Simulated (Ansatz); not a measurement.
System: diamond-structure Si. Method: HSE06-D3(BJ) (plane waves, PAW; Ansatz, a program for electronic structure).

Run with plane-wave cutoff 460 eV, 8×8×8 k mesh, Fermi–Dirac smearing 0.01 eV, scalar-relativistic PAW data made under PBE.

Energies at three volumes about the minimum:

| V (Å³/atom) | E − E_lowest (meV/atom) |
|---|---|
| 19.026 | 4.92 |
| 19.514 | 0.00 |
| 20.155 | 5.33 |

Q: Fit a parabola by hand: where is the minimum, what lattice constant follows, and what is the bulk modulus?

A: Slopes: (0.00 − 4.92)/(19.514 − 19.026) = -10.082 and (5.33 − 0.00)/(20.155 − 19.514) = 8.315 meV/Å³. Curvature E″ = 2 × (8.315 − (-10.082))/(20.155 − 19.026) = 32.590 meV/Å⁶. From the middle of the first interval, the slope vanishes at V0 = 19.2700 − (-10.082)/32.590 = 19.579 Å³/atom. B = V0 E″ = 19.579 × 32.590 meV/Å³ × 0.1602 GPa per meV/Å³ = 102 GPa. With 8 atoms in the cube, a = (8 × 19.579)^(1/3) = 5.390 Å. The full Birch–Murnaghan fit to all volumes gives V0 = 19.564 Å³/atom and B0 = 102 GPa.

Measured, for comparison: bulk modulus 101 GPa (0 K value with zero-point phonon effects removed; as tabulated in Sun et al. (2011), doi:10.1103/physrevb.84.035117); lattice constant a 5.421 Å (static lattice: zero-point anharmonic expansion removed; as tabulated in Mejia-Rodriguez and Trickey (2018), arXiv:1807.09216). Computed (rounded) less measured: bulk modulus +1.0 %.
